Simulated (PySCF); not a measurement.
BCl3, SMILES B(Cl)(Cl)Cl.

Coordinates come from a PBE0-D3(BJ)/def2-SVP optimisation. The isomer is the one that the SMILES or the coordinates give; other isomers of the formula were not compared.

Level of theory: PySCF with r2SCAN/def2-TZVPD.

Isolated molecule, no solvent.

Question: Estimate the frontier levels, gap, dipole moment and polarisability. (The exact figures need the calculation; the answer reports its results.)

Answer: 
The highest occupied level is -8.05 eV and the lowest empty level comes out as -2.44 eV. The orbital gap is 5.61 eV and the dipole moment is 0.00 D. The quadrupole, principal values (traceless, Buckingham form, about the centre of nuclear charge) is -0.44, -0.44, 0.89 D·Å and the mean static polarisability comes out as 56.2 bohr³ (8.32 Å³). The polarisability, principal values is 41.3, 63.6, 63.6 bohr³.
